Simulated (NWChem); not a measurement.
All runs are NWChem calculations. System: acetone (C3H6O), charge 0, spin multiplicity 1, at a geometry optimised with PBE/def2-SVP. Level: PBE/def2-TZVP.

Input file:

```
start mol
memory heap 200 mb stack 900 mb global 1100 mb
geometry units angstroms nocenter noautoz
  C     -1.287596    -0.117264    -0.616623
  C      0.000000     0.000000     0.186855
  C      1.287596     0.117264    -0.616623
  O      0.000000     0.000000     1.406906
  H     -1.251244    -1.000733    -1.288197
  H     -1.421289     0.770582    -1.270008
  H     -2.149171    -0.206179     0.069751
  H      2.149171     0.206179     0.069751
  H      1.421289    -0.770582    -1.270008
  H      1.251244     1.000733    -1.288197
  symmetry group C2
end
basis spherical
  * library def2-tzvp
end
dft
  xc xpbe96 cpbe96
  semidirect memsize 60000000 filesize 0
  iterations 100
end
task dft energy
```

Part of the output:

```
             Northwest Computational Chemistry Package (NWChem) 7.3.0
             --------------------------------------------------------

                                NWChem Input Module
                                -------------------

 Scaling coordinates for geometry "geometry" by  1.889725989
 (inverse scale =  0.529177249)

 Turning off AUTOSYM since
 SYMMETRY directive was detected!

                             Geometry "geometry" -> ""
                             -------------------------

 Output coordinates in angstroms (scale by  1.889725989 to convert to a.u.)

  No.       Tag          Charge          X              Y              Z
 ---- ---------------- ---------- -------------- -------------- --------------
    1 C                    6.0000    -1.28759600    -0.11726400    -0.61662300
    2 C                    6.0000     0.00000000     0.00000000     0.18685500
    3 C                    6.0000     1.28759600     0.11726400    -0.61662300
    4 O                    8.0000     0.00000000     0.00000000     1.40690600
    5 H                    1.0000    -1.25124400    -1.00073300    -1.28819700
    6 H                    1.0000    -1.42128900     0.77058200    -1.27000800
    7 H                    1.0000    -2.14917100    -0.20617900     0.06975100
    8 H                    1.0000     2.14917100     0.20617900     0.06975100
    9 H                    1.0000     1.42128900    -0.77058200    -1.27000800
   10 H                    1.0000     1.25124400     1.00073300    -1.28819700

 Effective nuclear repulsion energy (a.u.)     118.4733749255

            Nuclear Dipole moment (a.u.)
            ----------------------------
        X                 Y               Z
 ---------------- ---------------- ----------------
     0.0000000000     0.0000000000    -0.0000113384

      Symmetry information
      --------------------

 Group name             C2
 Group number              4
 Group order               2
 No. of unique centers     6

      Symmetry unique atoms

     1    2    4    5    6    7


 Summary of "ao basis" -> "" (spherical)
 ------------------------------------------------------------------------------
       Tag                 Description            Shells   Functions and Types
 ---------------- ------------------------------  ------  ---------------------
 *                         def2-tzvp                  on all atoms

  pbe96 is a nonlocal functional; adding pw91lda local functional.

                                 NWChem DFT Module
                                 -----------------

 Summary of "ao basis" -> "ao basis" (spherical)
 ------------------------------------------------------------------------------
       Tag                 Description            Shells   Functions and Types
 ---------------- ------------------------------  ------  ---------------------
 C                         def2-tzvp                11       31   5s3p2d1f
 O                         def2-tzvp                11       31   5s3p2d1f
 H                         def2-tzvp                 4        6   3s1p

 Summary of "ao basis" -> "ao basis" (spherical)
 ------------------------------------------------------------------------------
       Tag                 Description            Shells   Functions and Types
 ---------------- ------------------------------  ------  ---------------------
 C                         def2-tzvp                11       31   5s3p2d1f
 O                         def2-tzvp                11       31   5s3p2d1f
[...]
 d= 0,ls=0.0,diis     6   -192.9867654033 -2.19D-03  2.80D-04  6.16D-03     6.6
 d= 0,ls=0.0,diis     7   -192.9874873589 -7.22D-04  7.48D-05  2.72D-05     7.3
 d= 0,ls=0.0,diis     8   -192.9874848446  2.51D-06  6.98D-05  5.35D-05     8.1
 d= 0,ls=0.0,diis     9   -192.9874893431 -4.50D-06  2.25D-05  1.57D-05     8.8
 d= 0,ls=0.0,diis    10   -192.9874907170 -1.37D-06  2.30D-06  4.85D-07     9.5
 d= 0,ls=0.0,diis    11   -192.9874907729 -5.60D-08  7.26D-07  1.24D-08    10.2

         Total DFT energy =     -192.987490772912
      One electron energy =     -495.636336776632
           Coulomb energy =      210.975337232207
    Exchange-Corr. energy =      -26.799866153983
 Nuclear repulsion energy =      118.473374925497

 Numeric. integr. density =       32.000009782777

     Total iterative time =      9.8s

                  Occupations of the irreducible representations
                  ----------------------------------------------

                     irrep           alpha         beta
                     --------     --------     --------
                     a                 9.0          9.0
                     b                 7.0          7.0

                       DFT Final Molecular Orbital Analysis
                       ------------------------------------

 Vector   14  Occ=2.000000D+00  E=-3.351408D-01  Symmetry=b
              MO Center=  6.4D-14,  4.9D-15, -2.8D-01, r^2= 3.6D+00
   Bfn.  Coefficient  Atom+Function         Bfn.  Coefficient  Atom+Function
  ----- ------------  ---------------      ----- ------------  ---------------
     6      0.210041   1 C  px               68      0.210041   3 C  px
   138     -0.186724   7 H  s               144      0.186724   8 H  s
    37     -0.161872   2 C  px                9      0.150549   1 C  px
    71      0.150549   3 C  px              137     -0.129851   7 H  s
   143      0.129851   8 H  s                40     -0.121024   2 C  px

 Vector   15  Occ=2.000000D+00  E=-3.149838D-01  Symmetry=b
              MO Center= -4.9D-15,  1.9D-15,  5.3D-01, r^2= 2.5D+00
   Bfn.  Coefficient  Atom+Function         Bfn.  Coefficient  Atom+Function
  ----- ------------  ---------------      ----- ------------  ---------------
   100      0.357902   4 O  py              103      0.290669   4 O  py
    38      0.188884   2 C  py              106      0.175054   4 O  py
    41      0.146602   2 C  py                7     -0.115231   1 C  py
    69     -0.115231   3 C  py              132     -0.094727   6 H  s
   150      0.094727   9 H  s               126      0.093258   5 H  s

 Vector   16  Occ=2.000000D+00  E=-2.075415D-01  Symmetry=b
              MO Center=  3.2D-14,  3.6D-15,  8.6D-01, r^2= 1.9D+00
   Bfn.  Coefficient  Atom+Function         Bfn.  Coefficient  Atom+Function
  ----- ------------  ---------------      ----- ------------  ---------------
    99      0.427326   4 O  px                5      0.393409   1 C  s
    67     -0.393409   3 C  s               102      0.350473   4 O  px
   105      0.250138   4 O  px               43      0.218460   2 C  px
     6      0.117058   1 C  px               68      0.117058   3 C  px
    14      0.110022   1 C  pz               76     -0.110022   3 C  pz

 Vector   17  Occ=0.000000D+00  E=-6.097678D-02  Symmetry=b
              MO Center=  1.7D-14,  9.3D-16,  2.7D-01, r^2= 2.3D+00
   Bfn.  Coefficient  Atom+Function         Bfn.  Coefficient  Atom+Function
  ----- ------------  ---------------      ----- ------------  ---------------
    41      0.378983   2 C  py               38      0.375815   2 C  py
    44      0.361171   2 C  py              106     -0.336585   4 O  py
   100     -0.313649   4 O  py              103     -0.251518   4 O  py
   133     -0.244304   6 H  s               151      0.244304   9 H  s
   127      0.239459   5 H  s               157     -0.239459  10 H  s

 Vector   18  Occ=0.000000D+00  E= 6.315516D-03  Symmetry=a
              MO Center= -9.4D-15,  1.0D-17, -1.1D+00, r^2= 6.8D+00
   Bfn.  Coefficient  Atom+Function         Bfn.  Coefficient  Atom+Function
  ----- ------------  ---------------      ----- ------------  ---------------
     5      3.111324   1 C  s                67      3.111324   3 C  s
    36     -1.863309   2 C  s               127     -1.270244   5 H  s
   133     -1.271209   6 H  s               151     -1.271209   9 H  s
   157     -1.270244  10 H  s               139     -0.828193   7 H  s
   145     -0.828193   8 H  s                98      0.550804   4 O  s

 Vector   19  Occ=0.000000D+00  E= 5.849916D-02  Symmetry=b
              MO Center=  5.7D-15, -2.6D-15, -1.1D+00, r^2= 8.7D+00
   Bfn.  Coefficient  Atom+Function         Bfn.  Coefficient  Atom+Function
  ----- ------------  ---------------      ----- ------------  ---------------
     5      4.912267   1 C  s                67     -4.912267   3 C  s
    43      1.637155   2 C  px              133     -1.563780   6 H  s
   151      1.563780   9 H  s               127     -1.531519   5 H  s
   157      1.531519  10 H  s               139     -1.015191   7 H  s
   145      1.015191   8 H  s                12      0.608527   1 C  px

 center of mass
 --------------
 x =  -0.00000000 y =   0.00000000 z =   0.16053660

 moments of inertia (a.u.)
 ------------------
         182.204652225293         -17.259772954897           0.000000000000
         -17.259772954897         370.385842039318           0.000000000000
           0.000000000000           0.000000000000         214.115668098125

     Multipole analysis of the density
     ---------------------------------

     L   x y z        total         alpha         beta         nuclear
     -   - - -        -----         -----         ----         -------
     0   0 0 0     -0.000000    -16.000000    -16.000000     32.000000

     1   1 0 0      0.000000      0.000000      0.000000      0.000000
     1   0 1 0     -0.000000     -0.000000     -0.000000      0.000000
     1   0 0 1     -1.135103     -0.567546     -0.567546     -0.000011

     2   2 0 0    -17.856377    -73.750258    -73.750258    129.644138
     2   1 1 0      0.024402     -5.365777     -5.365777     10.755955
     2   1 0 1      0.000000      0.000000      0.000000      0.000000
     2   0 2 0    -18.173917    -15.230182    -15.230182     12.286447
     2   0 1 1      0.000000      0.000000      0.000000      0.000000
     2   0 0 2    -21.508087    -59.252178    -59.252178     96.996270

 Task  times  cpu:       10.2s     wall:       10.2s

 Total times  cpu:       10.2s     wall:       10.2s
```
